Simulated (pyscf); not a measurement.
Single points on ωB97X-D3(BJ)/def2-SVP structures (PySCF, gas phase).

Task: For `[SiH3][PH2]` → `[SiH2]=[PH]` + `[H][H]`, an elimination (singlet surface; H–P, H–Si broken, H–H formed), PBE/def2-TZVP gives ΔE‡ = 59.6 kcal/mol and ΔE = +36.0 kcal/mol (zero: the reactant's lowest minimum found). In which direction and how far do r²SCAN/def2-TZVP, B3LYP-D3(BJ)/def2-TZVP, ωB97M-D3(BJ)/def2-TZVP move these?

Result: r²SCAN: ΔE‡ = 62.7 kcal/mol, ΔE = +38.3 kcal/mol; B3LYP-D3(BJ): ΔE‡ = 66.4 kcal/mol, ΔE = +37.9 kcal/mol; ωB97M-D3(BJ): ΔE‡ = 68.0 kcal/mol, ΔE = +40.0 kcal/mol. PBE's barrier lies under all of them, by 3.1 to 8.5 kcal/mol. Its reaction energy lies under all of them, by 1.8 to 3.9 kcal/mol. At the saddle there is also a short H–Si contact that neither side keeps. The same reactants have a lower exit, to PH₃ + SiH₂ [singlet] (highest point, the separated products, at +58.9 kcal/mol at ωB97M-D3(BJ)/def2-TZVP, against +68.0 kcal/mol here). One saddle was located; it need not be the lowest between these sides.
